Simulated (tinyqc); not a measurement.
CCD on RHF in the sto-3g basis, for HF, spin multiplicity 1, step by step. One step of it, computed by the program tinyqc.

Task: CCD: starting amplitudes. t_ij^ab = <ij||ab> / (e_i + e_j - e_a - e_b), whose energy is MP2.

orbital energies (hartree): MO1 -25.917963, MO2 -1.427262, MO3 -0.522452, MO4 -0.462144, MO5 -0.462144, MO6 0.446032

Two-electron integrals over orbitals (pq|rs), unique and non-zero (hartree):
```
(11|11) 5.363821    (21|11) -0.516325   (21|21) 0.078411    (22|11) 1.221445
(22|21) -0.021831   (22|22) 0.864748    (31|11) 0.122933    (31|21) -0.017749
(31|22) 0.008769    (31|31) 0.019165    (32|11) -0.133090   (32|21) 0.006359
(32|22) -0.040180   (32|31) 0.020706    (32|32) 0.145268    (33|11) 0.928129
(33|21) -0.009237   (33|22) 0.717373    (33|31) -0.003161   (33|32) -0.025200
(33|33) 0.707638    (41|41) 0.029558    (42|41) 0.039772    (42|42) 0.186573
(43|41) -0.008644   (43|42) -0.033746   (43|43) 0.039477    (44|11) 1.264019
(44|21) -0.014869   (44|22) 0.888987    (44|31) 0.003605    (44|32) -0.072618
(44|33) 0.706520    (44|44) 0.997514    (51|51) 0.029558    (52|51) 0.039772
(52|52) 0.186573    (53|51) -0.008644   (53|52) -0.033746   (53|53) 0.039477
(54|54) 0.053770    (55|11) 1.264019    (55|21) -0.014869   (55|22) 0.888987
(55|31) 0.003605    (55|32) -0.072618   (55|33) 0.706520    (55|44) 0.889973
(55|55) 0.997514    (61|11) 0.128747    (61|21) -0.020704   (61|22) 0.002134
(61|31) -0.011075   (61|32) -0.024050   (61|33) 0.007908    (61|44) 0.003663
(61|55) 0.003663    (61|61) 0.021886    (62|11) -0.187687   (62|21) 0.004642
(62|22) -0.102748   (62|31) -0.020026   (62|32) -0.066477   (62|33) -0.026158
(62|44) -0.100894   (62|55) -0.100894   (62|61) 0.017947    (62|62) 0.092635
(63|11) -0.398251   (63|21) 0.006768    (63|22) -0.211145   (63|31) 0.001726
(63|32) 0.088654    (63|33) -0.104104   (63|44) -0.227805   (63|55) -0.227805
(63|61) -0.005527   (63|62) 0.044896    (63|63) 0.211646    (64|41) -0.008369
(64|42) -0.033837   (64|43) -0.019840   (64|64) 0.029967    (65|51) -0.008369
(65|52) -0.033837   (65|53) -0.019840   (65|65) 0.029967    (66|11) 0.858492
(66|21) -0.009088   (66|22) 0.655216    (66|31) 0.012264    (66|32) 0.055303
(66|33) 0.659704    (66|44) 0.635466    (66|55) 0.635466    (66|61) -0.008299
(66|62) -0.059424   (66|63) -0.021676   (66|66) 0.692119
```

Give: Starting amplitudes; correlation energy.

Result:

Starting amplitudes (spin orbitals 1a, 1b, ...; amplitudes related by a flip of all spins are not repeated):
```
from      to          t
3a 3b  6a 6b    -0.1093
2a 2b  6a 6b    -0.0247
5a 5b  6a 6b    -0.0165
4a 4b  6a 6b    -0.0165
2a 3b  6a 6b    -0.0158
1a 2b  6a 6b    -0.0006
1a 1b  6a 6b  -4.15e-04
1a 3b  6a 6b   2.02e-04
```

correlation energy = -0.027858 hartree
